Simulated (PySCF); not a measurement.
Unknown: peak-picked proton spectrum

Formula C4H5F. The spectrum was simulated from the full spin Hamiltonian at 500 MHz with 0.6 Hz Lorentzian lines, from shifts rounded to 0.01 ppm and J to 0.1 Hz, couplings under 1 Hz left out.

```tsv
region	integral (H)	ppm	Hz	height
1	1	4.855	2427.7	19
1		4.853	2426.3	53
1		4.850	2425.0	79
1		4.847	2423.7	53
1		4.845	2422.3	19
1		4.835	2417.7	19
1		4.833	2416.3	53
1		4.830	2415.0	79
1		4.827	2413.7	53
1		4.825	2412.3	19
2	2	2.745	1372.7	65
2		2.743	1371.6	66
2		2.739	1369.7	44
2		2.738	1369.1	74
2		2.737	1368.5	75
2		2.736	1368.0	76
2		2.734	1367.2	46
2		2.731	1365.5	100
2		2.729	1364.6	99
2		2.729	1364.3	97
2		2.726	1362.8	47
2		2.724	1362.2	76
2		2.723	1361.6	75
2		2.722	1361.1	76
2		2.721	1360.3	42
2		2.717	1358.5	69
2		2.715	1357.3	67
3	2	2.064	1032.0	66
3		2.061	1030.5	68
3		2.058	1029.0	41
3		2.057	1028.4	68
3		2.055	1027.7	68
3		2.054	1026.9	68
3		2.053	1026.3	43
3		2.049	1024.7	66
3		2.046	1023.2	63
3		2.034	1016.8	66
3		2.030	1015.2	68
3		2.027	1013.8	41
3		2.026	1013.1	69
3		2.025	1012.4	69
3		2.023	1011.6	68
3		2.022	1011.0	43
3		2.019	1009.4	65
3		2.016	1008.0	63
```

$^{13}$C{$^{1}$H} NMR (computed): δ 159.8 (C, d, J = 417.9 Hz), 109.1 (CH, d, J = 7.9 Hz), 34.8 (CH2, d, J = 17.0 Hz), 20.1 (CH2, d, J = 22.9 Hz).

PySCF 2.14.0 with density-fitted response routines calculation with shieldings: GIAO PBE0/pcSseg-1, geometry: PBE0-D3(BJ)/def2-SVP and couplings computed with B3LYP/pcJ-1 (spin–dipole term only in couplings to heteroatoms); gas phase, one computed conformer, relativity neglected, equivalent nuclei averaged.

Shifts are taken against calculated references (same method and geometry level): TMS for $^{1}$H (σref 31.27) and $^{13}$C (σref 184.41).

(1) Analyse the multiplets.

(2) What is the compound?

Answers

(1) $^{1}$H NMR (500 MHz, computed): δ 4.84 (d of quint, J = 10.0, 1.3 Hz, 1H), 2.73 (m, 2H), 2.04 (m, 2H). These are first-order names from the parameters used; overlap and second-order distortion can hide them in the list.

(2) `FC1=CCC1`.

Numbering as in the mapped SMILES `[F:1][C:2]1=[CH:3][CH2:4][CH2:5]1`. Each H is labelled by its parent atom.

1. δ 4.84: H(C3), hydrogen on an alkene CH, coupled to F1 (10.0 Hz), H(C4) and H(C5) (1.3 Hz).
2. δ 2.73: H(C5), hydrogen on an allylic sp3 CH2, coupled to F1 (6.9 Hz), H(C4) (5.3 Hz), H(C4) (2.0 Hz), H(C3) (1.2 Hz).
3. δ 2.04: H(C4), hydrogen on an allylic sp3 CH2, coupled to F1 (15.3 Hz), H(C5) (5.3 Hz), H(C5) and H(C3) (1.8 Hz).

The shifts were computed for this structure.

Common functionals overestimate the size of one-bond C–F couplings by tens of Hz; these are unscaled. Splittings below 1 Hz are ignored in the labels, and close J values are merged. Couplings among chemically equivalent protons are left out too, so labels in AA′BB′ or AA′XX′ sets are apparent multiplicities. Unscaled 3J(H,H) at this level run about 10 % above measured values. Shifts are as computed. Against solution values, carbons near 30 ppm lie about +2 ppm off and those near 130 ppm about +5 ppm. Of 1211 compounds with measured shifts, 218 miss one by over three times the rms of a fit or turn the order of signals round; such compounds aren't used in these exercises.
